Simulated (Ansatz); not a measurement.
Li3H2⁺. The state is a triplet with charge 1. Geometry PBE-D4/def2-TZVP, that of the neutral doublet; atoms count from 1.

```xyz
5

Li    1.4756    0.8652   -0.8431
Li    0.7714   -1.0852    1.3662
Li   -1.1849    0.1207   -0.2713
H    -0.8951   -0.9538    1.0193
H    -0.1670    1.0532   -1.2710
```

At PBE0-D4/def2-TZVP a singlet of charge 1 lies 3.42 eV below the triplet at the same geometry. The structure comes from a short search, and lower isomers may exist.

Question: Estimate the Mulliken populations from the PBE0/def2-TZVP orbitals of Ansatz.

Answer: 
```
atom  charge (e)  spin (α − β)
 Li1        0.41          0.49
 Li2        0.41          0.49
 Li3        0.58         -0.06
  H4       -0.20          0.53
  H5       -0.20          0.54
```
Mulliken values and Mayer orders depend strongly on the basis.

Question: Where does the spin sit?

Answer: Summed by element: Li 0.93, H 1.07, of 2 unpaired in all. Largest on single atoms: H5 0.54, H4 0.53, Li1 0.49.

Question: And the Mayer bond orders between bonded heavy atoms (over 0.3)?

Answer: Li1–Li2 0.48 (3.03 Å).
